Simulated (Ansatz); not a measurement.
C4H4S, SMILES C#CC1CS1, a single point in a Gaussian basis

Run with Ansatz's Python interface.

`energy_c4h4s.py`:
```python
# -*- coding: utf-8 -*-
'''Single point of C4H4S in a Gaussian basis.'''

import ansatz as az
import numpy as np
import pandas as pd

geometry_ang = [
    ('C', (2.1666, 0.5206, -0.1347)),
    ('C', (1.0626, 0.1705, 0.2001)),
    ('C', (-0.2798, -0.2566, 0.6089)),
    ('C', (-1.2611, -0.3078, -0.4771)),
    ('S', (-1.4743, 1.1421, 0.6423)),
    ('H', (3.1356, 0.828, -0.4287)),
    ('H', (-0.3931, -0.9985, 1.4268)),
    ('H', (-0.9026, -0.0243, -1.4906)),
    ('H', (-2.0539, -1.0739, -0.3472)),
]
system = az.Crystal.molecule()
for symbol, xyz in geometry_ang:
    system = system.atom(symbol, xyz)

job = system.calculation()
job = job.basis(gaussian='6-31G*').functional('lc_wpbe')
job = job.scf(lower_state_search='light').forces()
trace = []
done = job.session().plan().execute(on_event=trace.append)
report = done.report
for event in trace:
    if event['event'] == 'mean_field_evaluation' and event['data']['evaluation'] <= 25:
        print('pass {evaluation:3d}  E = {energy_ev:.6f} eV  gradient {gradient_ev:.1e}'.format(**event['data']))

print('reference energy %16.6f eV' % report['reference_energy_ev'])
print('total energy     %16.6f eV' % report['free_energy_ev'])
print('occupied (up, down):', report['n_occupied'], ' virtual:', report['n_virtual'], ' frozen:', report['n_frozen'])

field = report['mean_field']
print('<S^2> =', round(abs(field['state']['spin_squared']), 4), ' relativity:', field['relativity'])
print('passes:', field['passes'])
if 'symmetry' in field:
    print('occupied orbitals by irrep:', field['symmetry']['occupied'])

symbols = [site.symbol for site in system.cartesian_sites]
print('forces (eV/A)')
for symbol, f in zip(symbols, report['forces_ev_ang']):
    print(f'  {symbol:2s} {f[0]:9.4f} {f[1]:9.4f} {f[2]:9.4f}')

charges = report['charge_distribution']
table = pd.DataFrame({'atom': symbols, 'mulliken': charges['mulliken_charges_e'], 'lowdin': charges['lowdin_charges_e']})
print(table.round(3).to_string())
print('dipole (e A):', np.round(charges['dipole_moment_e_ang'], 4) + 0.0)
```

```console
$ python energy_c4h4s.py
pass   1  E = -15037.251178 eV  gradient 2.5e+01
pass   2  E = -15038.539059 eV  gradient 1.2e+01
pass   3  E = -15038.852650 eV  gradient 4.0e+00
pass   4  E = -15038.882798 eV  gradient 2.0e+00
pass   5  E = -15038.891757 eV  gradient 3.0e-01
pass   6  E = -15038.891777 eV  gradient 3.0e-01
pass   7  E = -15038.898769 eV  gradient 3.2e-01
pass   8  E = -15038.899079 eV  gradient 9.0e-02
pass   9  E = -15038.825048 eV  gradient 3.4e-01
pass  10  E = -15038.825270 eV  gradient 5.8e-02
pass  11  E = -15038.825281 eV  gradient 2.9e-02
pass  12  E = -15038.825283 eV  gradient 6.2e-03
pass  13  E = -15038.825283 eV  gradient 3.1e-03
pass  14  E = -15038.825283 eV  gradient 1.1e-03
pass  15  E = -15038.825282 eV  gradient 2.9e-03
pass  16  E = -15038.825282 eV  gradient 4.4e-04
pass  17  E = -15038.825282 eV  gradient 1.1e-04
pass  18  E = -15038.825282 eV  gradient 3.9e-05
pass  19  E = -15038.825282 eV  gradient 1.2e-05
pass  20  E = -15038.825282 eV  gradient 1.2e-05
reference energy    -15038.825282 eV
total energy        -15038.825282 eV
occupied (up, down): [22, 22]  virtual: [65, 65]  frozen: 0
<S^2> = 0.0  relativity: none
passes: {'evaluations': 18, 'products': 15}
occupied orbitals by irrep: [{'A': 22}, {'A': 22}]
forces (eV/A)
  C    -0.9215   -0.3420    0.2795
  C     0.1738   -0.4237    0.4956
  C     0.7517    0.6824    0.2226
  C    -0.9642    0.4547   -0.1328
  S     0.1967   -1.2085   -0.3715
  H     0.3803    0.1460   -0.1369
  H     0.3255    0.6258   -0.5416
  H    -0.4835   -0.5252    0.7371
  H     0.5412    0.5906   -0.5520
  atom  mulliken  lowdin
0    C    -0.501  -0.169
1    C     0.344  -0.071
2    C    -0.376  -0.242
3    C    -0.426  -0.311
4    S     0.033   0.135
5    H     0.233   0.167
6    H     0.239   0.171
7    H     0.234   0.164
8    H     0.221   0.156
dipole (e A): [ 0.1022 -0.3576 -0.1617]
```

The settings weren't tested for convergence. The geometry is a force-field or estimated start, not a minimum of this method, and the basis set is short of its limit. The Löwdin charges here are taken after orthogonalising the functions within each atom; they differ from plain Löwdin charges, and their signs can be unphysical. Early passes use coarser integrals and grids, so their energies can't be compared with the last. Run time: 4 s on 1 thread of Arm Neoverse V2 (shared host), peak memory 0.25 GiB.

(A comment or docstring line of the script was reworded after the run, the code is as it ran; lines on the test bed's own set-up are left out of the output.)
